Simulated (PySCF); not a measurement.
**Calculated NMR parameters of 1,2-dimethoxyethane**

| Quantity | Value |
| --- | --- |
| Formula | C4H10O2 |
| SMILES | COCCOC |
| Point group of the computed structure | C1 |
| Degrees of unsaturation | 0 |
| Carbon signals | 2 |
| Proton signals | 2 |

Atoms are numbered as in `[CH3:1][O:2][CH2:3][CH2:4][O:5][CH3:6]`. Each H is labelled by its parent atom.

PySCF 2.14 calculation with shielding tensors at B97-2/pcSseg-2 (GIAO) and geometry from PBE0-D3(BJ)/def2-TZVP; a single conformation, no solvent, relativity neglected, fast rotation and ring inversion assumed for equivalent nuclei.

δ = σ(ref) − σ, references computed at the same level: ¹H and ¹³C vs TMS; ¹⁷O against H2O.

| carbon | δC, type | δH (multiplicity) | HMBC from (2–3 bonds) | span of the C tensor (ppm) |
| --- | --- | --- | --- | --- |
| C1/C6 | 62.1, CH3 | 3.40 (s) | H(C3)/H(C4) | 93 |
| C3/C4 | 74.4, CH2 | 3.52 (s) | H(C3)/H(C4), H(C1)/H(C6) | 85 |

Other nuclei:
```tsv
atoms	nucleus	environment	δ (ppm)	σ (ppm)
O2/O5	¹⁷O	ether oxygen	10.4	317.2
```

Carbon types of the structure: 2 × CH2, 2 × CH3, which accounts for all hydrogens. δC 74.4: sp3 CH2 bonded to O; the inductive effect lowers its shielding. δC 62.1: methyl carbon bonded to O; the inductive effect lowers its shielding. δH 3.52: hydrogen on an sp3 CH2 bonded to O; its carbon carries O, an electronegative neighbour. δH 3.40: hydrogen on a methyl carbon bonded to O; its carbon carries O, an electronegative neighbour.

Shifts are as computed. Against solution values, carbons near 30 ppm lie about +3 ppm off and those near 130 ppm about +7 ppm. Of 1211 compounds with measured shifts, 218 miss one by over three times the rms of a fit or turn the order of signals round; such compounds aren't used in these exercises. Experimental scales use liquid or dissolved standards, which lie at an offset from isolated H2O (liquid H2O: subtract about 36 ppm). No couplings were computed; multiplicities are counted from neighbouring protons, with m where these are inequivalent, close in shift, in a saturated or five-membered ring or joined by F or P, and br s for small geminal =CH2 splittings.
